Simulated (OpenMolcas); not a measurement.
PO⁺ at 1.446 Å: OpenMolcas input and output

Input (each module block was a call of its own in one work directory; start orbitals came from a preliminary run):

```
&GATEWAY
Coord
2
angstrom
P 0.0 0.0 0.0
O 0.0 0.0 1.4460
Basis=ANO-RCC-VTZP
Group=XY
RX2C
AMFI
ANGMom
0.0 0.0 0.0
RICD
&SEWARD
&GUESSORB
* RASSCF and CASPT2 blocks for each multiplicity and irrep, as for the first:
&RASSCF
FileOrb=$CurrDir/o11.orb
Symmetry=1
Spin=1
nActEl=8 0 0
Inactive=5 2
RAS2=3 4
CIRoot=4 4 1
Linear
Iterations=120 100
OrbListing=Nothing
PRWF=0.15
>>COPY $Project.RasOrb $CurrDir/o11.orb
>>COPY $Project.rasscf.h5 $CurrDir/r11.h5
&CASPT2
XMultistate=all
Imaginary=0.2
IPEA=0.25
MaxIter=40
>>COPY $Project.JobMix JOB001
&RASSI
Nr of JobIphs=3 4 4 2
1 2 3 4
1 2 3 4
1 2
SpinOrbit
EJob
Omega
MEES
MESO
Properties=4
'AngMom' 3 'Mltpl  1' 1 'Mltpl  1' 2 'Mltpl  1' 3
Thrs=1.0d-4
>>COPY $Project.rassi.h5 $CurrDir/so.h5
```

```bash
pymolcas m.inp
```

C2 symmetry about the axis (a holds Σ, Δ, Γ; b holds Π, Φ, H; Σ⁺ and Σ⁻ are not told apart); roots by multiplicity and irrep: 1a 4, 3a 4, 3b 2.

RASSI part of the output, in excerpt:

```
SPIN-FREE ENERGIES:
  (Shifted by EMIN (a.u.) =       -416.5525431427)
 SF State       Relative EMIN(au)   Rel lowest level(eV)    D:o, cm**(-1)      Abs_M
     1             0.0000000000        0.0000000000              0.0000         0.0
     5             0.1848058184        5.0288225062          40560.1889         0.0
     9             0.1897710057        5.1639321350          41649.9215         1.0
    10             0.1897710369        5.1639329841          41649.9284         1.0
     6             0.2085519367        5.6749873009          45771.8594         2.0
     7             0.2086177269        5.6767775451          45786.2987         2.0
     2             0.2243877229        6.1059009962          49247.4128         0.0
     8             0.2248735969        6.1191223025          49354.0498         0.0
     3             0.2286528737        6.2219616634          50183.5052         2.0
     4             0.2289762682        6.2307616760          50254.4821         2.0
++ Dipole transition strengths (spin-free states):
     for osc. strength at least  1.00000000E-05
      From   To        Osc. strength     Einstein coefficients Ax, Ay, Az (sec-1)    Total A (sec-1)
         5    9       2.36748005E-04  3.20606648E+00  1.84322952E+02  0.00000000E+00  1.87529018E+02
         5   10       2.36749362E-04  1.84326328E+02  3.20612180E+00  0.00000000E+00  1.87532450E+02
         9    6       5.89071748E-04  5.39756175E+03  1.27839183E+03  0.00000000E+00  6.67595358E+03
         9    7       5.91135673E-04  1.29187154E+03  5.45449081E+03  0.00000000E+00  6.74636235E+03
         9    8       6.68812780E-04  2.60179378E+04  4.60587802E+02  0.00000000E+00  2.64785256E+04
        10    6       5.89071096E-04  1.27838372E+03  5.39754030E+03  0.00000000E+00  6.67592402E+03
        10    7       5.91134720E-04  5.45446310E+03  1.29186603E+03  0.00000000E+00  6.74632913E+03
        10    8       6.68812783E-04  4.60584899E+02  2.60178938E+04  0.00000000E+00  2.64784787E+04
 Electric-quadrupole - electric-quadrupole not included
 Electric-dipole - electric-octupole not included
 Electric-dipole - magnetic-quadrupole not included
   Eigenvalues of complex Hamiltonian:
  (Shifted by EMIN (a.u.) =       -416.5525431427)
 SO State       Relative EMIN(au)   Rel lowest level(eV)    D:o, cm**(-1)      Omega
     1            -0.0000049005        0.0000000000              0.0000         0.0
     2             0.1847830888        5.0283373484          40556.2758         1.0
     3             0.1847830888        5.0283373484          40556.2758         1.0
     4             0.1848039658        5.0289054417          40560.8578         0.0
     5             0.1892109454        5.1488254660          41528.0780         0.0
     6             0.1892153901        5.1489464118          41529.0535         0.0
     7             0.1897711013        5.1640680849          41651.0180         1.0
     8             0.1897711325        5.1640689340          41651.0249         1.0
     9             0.1903311582        5.1793080094          41773.9363         2.0
    10             0.1903311588        5.1793080246          41773.9364         2.0
    11             0.2083343133        5.6691988147          45725.1721         1.0
    12             0.2083343133        5.6691988147          45725.1721         1.0
    13             0.2085076850        5.6739164987          45763.2228         2.0
    14             0.2085738749        5.6757176198          45777.7498         2.0
    15             0.2088353654        5.6828331367          45835.1404         3.0
    16             0.2088353654        5.6828331367          45835.1404         3.0
    17             0.2243894353        6.1060809418          49248.8641         0.0
    18             0.2248739128        6.1192642462          49355.1946         0.0
    19             0.2248962160        6.1198711462          49360.0896         1.0
    20             0.2248962160        6.1198711462          49360.0896         1.0
    21             0.2286973003        6.2233039192          50194.3312         2.0
    22             0.2290201030        6.2320878282          50265.1782         2.0
 Weights of the five most important spin-orbit-free states for each spin-orbit state.
 SO State  Total energy (au)           Spin-free states, spin, and weights
    1        -0.000005       1 0.0  1.0000    9 1.0  0.0000   10 1.0  0.0000    8 1.0  0.0000    5 1.0  0.0000
    2         0.184783       5 1.0  0.9994    8 1.0  0.0006    9 1.0  0.0000   10 1.0  0.0000    6 1.0  0.0000
    3         0.184783       5 1.0  0.9994    8 1.0  0.0006    9 1.0  0.0000   10 1.0  0.0000    6 1.0  0.0000
    4         0.184804       5 1.0  0.9999    2 0.0  0.0000    9 1.0  0.0000   10 1.0  0.0000    1 0.0  0.0000
    5         0.189211       9 1.0  0.5000   10 1.0  0.5000    5 1.0  0.0001    2 0.0  0.0000    8 1.0  0.0000
    6         0.189215       9 1.0  0.5000   10 1.0  0.5000    1 0.0  0.0000    8 1.0  0.0000    2 0.0  0.0000
    7         0.189771       9 1.0  1.0000    5 1.0  0.0000    6 1.0  0.0000    7 1.0  0.0000    8 1.0  0.0000
    8         0.189771      10 1.0  1.0000    5 1.0  0.0000    6 1.0  0.0000    7 1.0  0.0000    8 1.0  0.0000
    9         0.190331      10 1.0  0.5000    9 1.0  0.5000    3 0.0  0.0000    6 1.0  0.0000    7 1.0  0.0000
   10         0.190331      10 1.0  0.5000    9 1.0  0.5000    4 0.0  0.0000    7 1.0  0.0000    6 1.0  0.0000
   11         0.208334       6 1.0  0.5657    7 1.0  0.4343   10 1.0  0.0000    9 1.0  0.0000    5 1.0  0.0000
   12         0.208334       6 1.0  0.5657    7 1.0  0.4343   10 1.0  0.0000    9 1.0  0.0000    5 1.0  0.0000
   13         0.208508       6 1.0  0.9978    3 0.0  0.0020    4 0.0  0.0002    7 1.0  0.0000   10 1.0  0.0000
   14         0.208574       7 1.0  0.9978    4 0.0  0.0019    3 0.0  0.0002    6 1.0  0.0000    9 1.0  0.0000
   15         0.208835       7 1.0  0.5657    6 1.0  0.4343    9 1.0  0.0000   10 1.0  0.0000    5 1.0  0.0000
   16         0.208835       7 1.0  0.5657    6 1.0  0.4343    9 1.0  0.0000   10 1.0  0.0000    5 1.0  0.0000
   17         0.224389       2 0.0  1.0000    5 1.0  0.0000   10 1.0  0.0000    9 1.0  0.0000    8 1.0  0.0000
   18         0.224874       8 1.0  1.0000    1 0.0  0.0000    2 0.0  0.0000   10 1.0  0.0000    9 1.0  0.0000
   19         0.224896       8 1.0  0.9994    5 1.0  0.0006   10 1.0  0.0000    9 1.0  0.0000    7 1.0  0.0000
   20         0.224896       8 1.0  0.9994    5 1.0  0.0006   10 1.0  0.0000    9 1.0  0.0000    7 1.0  0.0000
   21         0.228697       3 0.0  0.9978    6 1.0  0.0019    7 1.0  0.0003   10 1.0  0.0000    9 1.0  0.0000
   22         0.229020       4 0.0  0.9979    7 1.0  0.0019    6 1.0  0.0002   10 1.0  0.0000    9 1.0  0.0000
++ Dipole transition strengths (SO states):
        for osc. strength at least   1.00000000E-05
      From   To        Osc. strength     Einstein coefficients Ax, Ay, Az (sec-1)    Total A (sec-1)
         2    5       1.08697189E-04  3.42353569E+01  3.42371617E+01  0.00000000E+00  6.84725186E+01
         2    6       1.08800866E-04  3.43368384E+01  3.43386558E+01  0.00000000E+00  6.86754941E+01
         2    9       1.28253734E-04  6.34229831E+01  6.34194840E+01  0.00000000E+00  1.26842467E+02
         2   10       1.28253746E-04  6.34229951E+01  6.34195099E+01  0.00000000E+00  1.26842505E+02
         3    5       1.08697191E-04  3.42353573E+01  3.42371622E+01  0.00000000E+00  6.84725195E+01
         3    6       1.08800865E-04  3.43368379E+01  3.43386553E+01  0.00000000E+00  6.86754932E+01
         3    9       1.28253730E-04  6.34229812E+01  6.34194820E+01  0.00000000E+00  1.26842463E+02
         3   10       1.28253750E-04  6.34229970E+01  6.34195119E+01  0.00000000E+00  1.26842509E+02
         4    7       2.36827115E-04  3.20965311E+00  1.84529271E+02  0.00000000E+00  1.87738925E+02
         4    8       2.36828471E-04  1.84532650E+02  3.20970847E+00  0.00000000E+00  1.87742359E+02
         5   11       5.97189877E-04  3.50850764E+03  3.50850208E+03  0.00000000E+00  7.01700972E+03
         5   12       5.97189885E-04  3.50850769E+03  3.50850213E+03  0.00000000E+00  7.01700982E+03
         5   19       3.14692353E-04  6.43809567E+03  6.43772916E+03  0.00000000E+00  1.28758248E+04
         5   20       3.14692357E-04  6.43809576E+03  6.43772925E+03  0.00000000E+00  1.28758250E+04
         6   11       5.97063373E-04  3.50613408E+03  3.50612848E+03  0.00000000E+00  7.01226256E+03
         6   12       5.97063365E-04  3.50613403E+03  3.50612844E+03  0.00000000E+00  7.01226246E+03
         6   19       3.14664975E-04  6.43593279E+03  6.43556492E+03  0.00000000E+00  1.28714977E+04
         6   20       3.14664970E-04  6.43593270E+03  6.43556483E+03  0.00000000E+00  1.28714975E+04
         7   13       5.86384382E-04  5.36504303E+03  1.24910772E+03  0.00000000E+00  6.61415075E+03
         7   14       5.88479506E-04  1.26232600E+03  5.42243769E+03  0.00000000E+00  6.68476369E+03
         7   18       6.68799463E-04  2.60177077E+04  4.60623040E+02  0.00000000E+00  2.64783307E+04
         8   13       5.86383734E-04  1.24909976E+03  5.36502164E+03  0.00000000E+00  6.61412140E+03
         8   14       5.88478552E-04  5.42241007E+03  1.26232060E+03  0.00000000E+00  6.68473067E+03
         8   18       6.68799466E-04  4.60620137E+02  2.60176636E+04  0.00000000E+00  2.64782837E+04
         9   15       5.77878625E-04  3.17876805E+03  3.17876279E+03  0.00000000E+00  6.35753085E+03
         9   16       5.77878607E-04  3.17876795E+03  3.17876270E+03  0.00000000E+00  6.35753065E+03
         9   19       3.54296192E-04  6.80003039E+03  6.80037772E+03  0.00000000E+00  1.36004081E+04
         9   20       3.54296181E-04  6.80003019E+03  6.80037751E+03  0.00000000E+00  1.36004077E+04
        10   15       5.77878598E-04  3.17876769E+03  3.17876247E+03  0.00000000E+00  6.35753016E+03
        10   16       5.77878615E-04  3.17876778E+03  3.17876257E+03  0.00000000E+00  6.35753035E+03
        10   19       3.54296186E-04  6.80003075E+03  6.80037671E+03  0.00000000E+00  1.36004075E+04
        10   20       3.54296197E-04  6.80003096E+03  6.80037692E+03  0.00000000E+00  1.36004079E+04
 Electric-quadrupole - electric-quadrupole not included
 Electric-dipole - electric-octupole not included
 Electric-dipole - magnetic-quadrupole not included
```

Only roots inside an energy window near the equilibrium distance were included, so the list of states is not complete; labels number the states computed. Each spin and symmetry block has orbitals of its own, averaged over its own roots, so gaps between blocks are less sure than gaps within one and near the minimum can be off by tenths of an eV, in bad cases by more. No Rydberg orbitals are active, so Rydberg states, and σ→σ* states whose orbital the CASSCF left unused, can be missing between those listed. CASPT2 splits the two components of degenerate states numerically, here by up to 71 cm⁻¹. No roots were computed in block 1b (none fell in the window or the block failed), so states of that kind are missing and can lie low or lowest.
